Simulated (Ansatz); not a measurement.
# SiO (SMILES O=[Si]): functionals against CCSD(T) at one geometry

A test off equilibrium: a structure displaced at random from a GFN2-xTB minimum is computed at several levels, and each is set against CCSD(T).

Program: Ansatz 0.2.0, Gaussian basis. Level of theory: single points in def2-TZVPP. These are calculated values, not measurements.

Cores are frozen in the correlated methods.

## (1) The system as given

SMILES `O=[Si]`, 2 atoms, charge 0, spin multiplicity 1.

Atoms are counted from 1 here; the program's logs count them from 0.

Bond lengths: O1–Si2 1.707 Å.

Coordinates:

```xyz
2
OSi
O    -0.76250    0.31450   -0.51560
Si    0.61560   -0.28550    0.29260
```

## (2) CCSD(T)/def2-TZVPP

run/in.yaml reads:

```yaml
crystal:
  periodic: [false, false, false]
  atoms:
    - {symbol: O, position_ang: [-0.762500, 0.314500, -0.515600]}
    - {symbol: Si, position_ang: [0.615600, -0.285500, 0.292600]}
basis:
  gaussian: {orbitals: def2-TZVPP}
correlation: {method: ccsd_t}
output: {forces: true}
```

No record of the launch command was kept for these runs.

## (3) PBE0-D4/def2-TZVPP

run/in.yaml: that of step 2 with these lines changed.

```diff
@@ -7,3 +7,3 @@
   gaussian: {orbitals: def2-TZVPP}
-correlation: {method: ccsd_t}
-output: {forces: true}
+hamiltonian: {xc: pbe0, dispersion: d4}
+output: {forces: true, orbitals: {seedname: orbitals}}
```

## (4) wB97M-V/def2-TZVPP

run/in.yaml: that of step 3 with these lines changed.

```diff
@@ -7,3 +7,3 @@
   gaussian: {orbitals: def2-TZVPP}
-hamiltonian: {xc: pbe0, dispersion: d4}
-output: {forces: true, orbitals: {seedname: orbitals}}
+hamiltonian: {xc: {name: wB97M-V}}
+output: {forces: true}
```

## (5) r2SCAN-D4/def2-TZVPP

run/in.yaml: that of step 4 with these lines changed.

```diff
@@ -7,3 +7,3 @@
   gaussian: {orbitals: def2-TZVPP}
-hamiltonian: {xc: {name: wB97M-V}}
+hamiltonian: {xc: r2scan, dispersion: d4}
 output: {forces: true}
```

## (6) PBE-D4/def2-TZVPP

run/in.yaml: that of step 5 with these lines changed.

```diff
@@ -7,3 +7,3 @@
   gaussian: {orbitals: def2-TZVPP}
-hamiltonian: {xc: r2scan, dispersion: d4}
+hamiltonian: {xc: pbe, dispersion: d4}
 output: {forces: true}
```

## (7) revPBE-D4/def2-TZVPP

run/in.yaml: that of step 6 with these lines changed.

```diff
@@ -7,3 +7,3 @@
   gaussian: {orbitals: def2-TZVPP}
-hamiltonian: {xc: pbe, dispersion: d4}
+hamiltonian: {xc: {name: revPBE}, dispersion: d4}
 output: {forces: true}
```

## (8) B97M-V/def2-TZVPP

run/in.yaml: that of step 7 with these lines changed.

```diff
@@ -7,3 +7,3 @@
   gaussian: {orbitals: def2-TZVPP}
-hamiltonian: {xc: {name: revPBE}, dispersion: d4}
+hamiltonian: {xc: {name: B97M-V}}
 output: {forces: true}
```

(Steps that only read results are left out.)

Before running it: what results should come out? Wanted: energy less free atoms, CCSD(T)/def2-TZVPP; RMS force component; RMS force error; HOMO and LUMO, PBE0-D4; T1 diagnostic.

**Answer**, as computed:

```
                                  quantity                                                                                            value
energy less free atoms, CCSD(T)/def2-TZVPP                                                                                        -7.250 eV
                       RMS force component                                                             3.277 to 4.222 eV/Å over the methods
                           RMS force error  PBE0-D4 0.493, wB97M-V 0.631, r2SCAN-D4 0.230, PBE-D4 0.217, revPBE-D4 0.314, B97M-V 0.409 eV/Å
                    HOMO and LUMO, PBE0-D4                                                                               -8.59 and -2.55 eV
                             T1 diagnostic                                                                                            0.040
```

Against CCSD(T) the functionals' energies less atoms differ by -0.650 to +0.174 eV, PBE-D4 by -0.650 eV. A larger basis would deepen the CCSD(T) value, while the functionals are nearly converged already, so the order here is not reliable. For forces PBE-D4 does best and wB97M-V worst. The T1 diagnostic is large here, over the usual mark for main-group molecules (transition-metal compounds often pass it harmlessly), so CCSD(T) itself may be off. The restricted Hartree–Fock reference is unstable towards an unrestricted one at one or more of these structures.
